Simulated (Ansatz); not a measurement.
**A basis-limit estimate, worked out**

An elementary step of BSiH5O, singlet (BSiH₅O ([OH][BH][SiH3]) → BHO ([BH][O]) + SiH₂ + H₂; bonds formed: Si2–H4, H4–H6; bonds broken: B1–Si2, Si2–H6, O3–H4). “Start” is the structure reached by relaxing down from the saddle towards the reactants; PBE0-D4/def2-TZVP structures. The saddle:

B1  (-1.218, -0.868, -0.894)
Si2  (0.179, 1.009, 0.174)
O3  (-0.592, -1.844, -0.491)
H4  (0.734, -0.697, 0.462)
H5  (-2.096, -0.350, -1.493)
H6  (1.279, -0.267, 0.865)
H7  (1.516, 1.571, -0.240)
H8  (0.198, 1.446, 1.617)
(Å)

Program: Ansatz 0.2.0. Basis: def2-TZVPP and def2-QZVPP. Cores are frozen in the correlated methods.

Energies in eV:

| quantity | saddle | start |
| --- | --- | --- |
| Hartree–Fock, triple zeta (X = 3) | -10649.36407 | -10652.44821 |
| Hartree–Fock, quadruple zeta (X = 4) | -10649.75585 | -10652.82942 |
| MP2 correlation, X = 3 | -13.38809 | -12.84112 |
| MP2 correlation, X = 4 | -14.34887 | -13.80091 |
| CCSD(T) correlation, X = 3 | -14.86080 | -14.35079 |

Task: Work out the barrier at the basis limit: extrapolate Hartree–Fock as E(X) = E∞ + A exp(−7.88 √X) and the MP2 correlation as E(X) = E∞ + B X^−2.97 (the exponents that Neese and Valeev fitted for def2-TZVPP and QZVPP), then add CCSD(T) − MP2 in triple zeta.

Result: Each step is linear, so take the differences first (saddle − start): Hartree–Fock 3.08414 (X = 3) and 3.07357 (X = 4); MP2 correlation -0.54697 and -0.54796; CCSD(T) correlation -0.51001.
Two points give E∞ = E(4) + w [E(4) − E(3)], with w = 1/(exp(7.88 (2 − √3)) − 1) = 0.1377 for Hartree–Fock and w = 1/((4/3)^2.97 − 1) = 0.7407 for the correlation.
Hartree–Fock: 3.07357 + 0.1377 × (-0.01057) = 3.0721 eV.
MP2 correlation: -0.54796 + 0.7407 × (-0.00099) = -0.5487 eV.
CCSD(T) − MP2: -0.51001 − (-0.54697) = 0.0370 eV.
Sum: 3.0721 + (-0.5487) + 0.0370 = 2.5604 eV, or 59.04 kcal/mol. Plain CCSD(T) in triple zeta gives 2.5741 eV, so the larger basis shifts the result by -0.0137 eV.

T1 diagnostic: at most 0.019.

Labels in which every atom is bracketed show which atoms are joined, not bond orders.

For scale, one of the runs: CCSD(T)/def2-TZVPP, 174 basis functions (an equivalent command: `ansatz run in.yaml --threads 2`). Time: 17 s of wall clock on 2 CPU threads; the host was shared. Peak host memory: 1.5 GiB.
